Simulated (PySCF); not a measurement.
An unknown is described by computed data only.

Formula: N2H5; charge +1.

| Property | Result |
| --- | --- |
| Triplet | lowest triplet excitation (Tamm–Dancoff): 7.61 eV [TDA wB97X-D/def2-SVPD] |
| XPS | N1s 413.6, N1s 416.8 eV [ΔSCF SCAN, pcX-2 on the ionised atom, pcseg-1 elsewhere, spin-free X2C] |
| 1H NMR | chemical shifts (computed TMS as zero) by class: 6.24 (3 H), 4.44 (2 H) ppm [GIAO HF/pcSseg-2] |
| Valence photoelectron | vertical ionisation energy: 17.55 eV [ΔSCF wB97X-D/def2-SVPD] |
| Polarisability | 17.4 au [wB97X-D/def2-SVPD] |
| NMR, other nuclei | isotropic shieldings of nuclei other than C and H, by class: 199 (1 N), 208 (1 N) ppm [GIAO HF/pcSseg-2] |
| UV, strongest line | among the 10 lowest singlet transitions: S4 at 9.74 eV (127 nm, f = 0.066) [TDDFT wB97X-D/def2-SVPD] |
| Couplings | largest of the computed one-bond spin–spin couplings (means over like bonds): 15N–1H -82.7 (×3), 15N–1H -76.4 (×2), 15N–15N -7.4 Hz [B3LYP/pcJ-1] |
| UV, first state | lowest singlet excitation: 7.80 eV (159 nm, f = 0.006) [TDDFT wB97X-D/def2-SVPD] |
| Rotational structure | rotational constants A, B, C: 111.002, 23.359, 22.368 GHz [PBE0-D3(BJ)/def2-SVP] |

The electronic properties come from PySCF, for the isolated species, density fitting. Levels stand in brackets. Isolated species at its PBE0-D3(BJ)/def2-SVP geometry, gas phase. Each NMR value is the plain mean over a class of atoms that symmetry, rotation or inversion makes alike.

Problem. Give a SMILES that accounts for the data.

Solution. Hydrogen classes from least to most shielded: 3 H on a nitrogen bonded to N and 3 H (6.24 ppm), 2 H on a nitrogen bonded to N and 2 H (4.44 ppm). The other shieldings belong to: 199 ppm, nitrogen bonded to N and 2 H; 208 ppm, nitrogen bonded to N and 3 H. The couplings run between: -82.7 Hz, nitrogen bonded to N and 3 H and its hydrogen (with 2 like pairs); -76.4 Hz, nitrogen bonded to N and 2 H and its hydrogen (with 1 like pair); -7.4 Hz, nitrogen bonded to N and 2 H and nitrogen bonded to N and 3 H. The core levels belong to: N1s 413.6 eV, nitrogen bonded to N and 2 H; N1s 416.8 eV, nitrogen bonded to N and 3 H. S1 is mainly HOMO→LUMO (weight 0.93); the largest Löwdin shares of the orbital it empties are 0.71 on the nitrogen bonded to N and 2 H, 0.12 on the nitrogen bonded to N and 3 H and 0.06 on each of 2 atoms of one kind (N–H hydrogen), of the orbital it fills 0.28 on the nitrogen bonded to N and 3 H, 0.20 on an N–H hydrogen and 0.16 on each of 2 atoms of one kind (N–H hydrogen). The optimised geometry has point group Cs and is an asymmetric top. Structure: `N[NH3+]` (hydrazinium(1+)).
